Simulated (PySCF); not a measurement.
Assignment exercise: C$_{4}$H$_{8}$

Atoms are numbered as in `[CH3:1][CH:2]1[CH2:3][CH2:4]1`; H(Xn) means a hydrogen on atom n. Ha(C3), Ha(C4) are cis to C1 on the ring; Hb(C3), Hb(C4) are trans to C1 on the ring.

Calculated, not measured (PySCF): coordinates at the PBE0-D3(BJ)/def2-TZVP level, spin–spin couplings from B3LYP/pcJ-2 (without the spin–dipole term), shieldings: GIAO B97-2/pcSseg-2. Relativity neglected, single conformer, no solvent, averaged over atoms made equivalent by symmetry, fast rotation or ring inversion.

Scale: TMS for 13C (σ = 185.38 ppm), 1H (σ = 31.64 ppm) (reference shieldings calculated alike).

**Question.** Assign these signals to the numbered atoms. 13C{1H} NMR (computed): δ 22.3, 8.4, 7.5.

**Answer.** 
```tsv
δ (ppm)	atoms	environment	reason
22.3	C1	methyl carbon	a saturated carbon with 1 carbon neighbour and no heteroatom attached
8.4	C2	three-membered-ring carbon	carbons of three-membered rings are unusually shielded
7.5	C3/C4	three-membered-ring carbon	–
```

C2 and C3/C4 lie closer than the usual error of such a calculation, so a measured spectrum could show them in the other order.

**Question.** Assign these signals to the numbered atoms. 1H NMR (400 MHz, computed): δ 1.03 (d, J = 6.8 Hz, 3H), 0.60 (tqt, J = 9.3, 6.8, 5.4 Hz, 1H), 0.38 (m, 2H), -0.09 (m, 2H).

**Answer.** 
1.03 → H(C1), hydrogen on a methyl carbon: far from electronegative atoms and π systems
0.60 → H(C2), hydrogen on a three-membered-ring carbon: cyclopropane-type protons are shielded by the ring
0.38 → Hb(C3)/Hb(C4), hydrogen on a three-membered-ring carbon
-0.09 → Ha(C3)/Ha(C4), hydrogen on a three-membered-ring carbon

Multiplet labels drop couplings under 1 Hz and merge nearly equal ones. Couplings among chemically equivalent protons are left out too, so labels in AA′BB′ or AA′XX′ sets are apparent multiplicities. Shifts are as computed. Against solution values, carbons near 30 ppm lie about +3 ppm off and those near 130 ppm about +7 ppm. Of 1211 compounds with measured shifts, 218 miss one by over three times the rms of a fit or turn the order of signals round; such compounds aren't used in these exercises.
